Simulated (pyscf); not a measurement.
H₃Si–SiH₂–SiH₃ + H• → •H₂Si–SiH₂–SiH₃ + H₂, a hydrogen abstraction (doublet surface; H–Si broken, H–H formed). PySCF, gas phase, ωB97X-D3(BJ)/def2-SVP geometries. Energies in kcal/mol from the separated reactants.

Small-basis levels: PySCF, no dispersion term, spherical d functions. Open shells are spin-unrestricted. 

Q: Quick HF/6-31G* single points give ΔE‡ = 11.3 kcal/mol and ΔE = -8.8 kcal/mol. What does ωB97M-D3(BJ)/def2-TZVP give, and how far is the quick result from it?

A: ωB97M-D3(BJ)/def2-TZVP gives ΔE‡ = 4.0 kcal/mol and ΔE = -15.2 kcal/mol. HF/6-31G* lies 7.3 kcal/mol over it in the barrier and 6.3 kcal/mol over it in the reaction energy, so on this step it does not hold to within 3.0 kcal/mol. ωB97M-D3(BJ)/def2-TZVP has limits of its own. One saddle was located; it need not be the lowest between these sides. The angle at the transferred H is 177°.
